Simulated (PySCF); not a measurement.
Species: Br₂.
InChI=1S/Br2/c1-2

Computed with PySCF 2.14.0, PBE0-D3(BJ)/def2-TZVP geometry optimisation, gas phase.

Take the most abundant isotopes and a rigid rotor. 

What are the moment of inertia and the rotational constant?

I = 205.350 u·Å², B = 505379 MHz·u·Å²/I = 2461 MHz (0.0821 cm⁻¹, or 0.118 K as hB/k). For two atoms I = μr² with μ = 39.4592 u and r = 2.2813 Å.

List the first levels of a rigid rotor in a Σ state.

E(J) = BJ(J+1): J = 1: 0.164, J = 2: 0.493, J = 3: 0.985, J = 4: 1.642, J = 5: 2.463, J = 6: 3.448 cm⁻¹.

Has it a pure rotational spectrum?

Not by electric dipole: D∞h allows no dipole (computed 0.00 D). Rotational Raman lines (ΔJ = 2) lie at B(4J + 6), spaced by 4B = 0.328 cm⁻¹, with nuclear-spin weights that differ between even and odd J.

PBE0-D3(BJ)/def2-TZVP frequencies: not computed here. Zero-point vibration and centrifugal distortion are left out.


Fluoromethylidyne, CF (doublet state).
SMILES: `[C]F`

Method used: PBE0-D3(BJ)/def2-SVP geometry optimisation, gas phase in PySCF 2.14.0.

Take the most abundant isotopes and a rigid rotor. 

Question: What are the moment of inertia and the rotational constant?

Answer: I = 11.776 u·Å², B = 505379 MHz·u·Å²/I = 42916 MHz (1.4315 cm⁻¹, or 2.060 K as hB/k). For two atoms I = μr² with μ = 7.3546 u and r = 1.2654 Å.

If the electronic state has orbital angular momentum about the axis (Π, Δ; not determined here), the simple ladder of levels BJ(J+1) doesn't apply.

PBE0-D3(BJ)/def2-SVP frequencies: not computed here. ⟨S²⟩ = 0.753 (exact for a doublet: 0.75). Zero-point vibration and centrifugal distortion are left out.
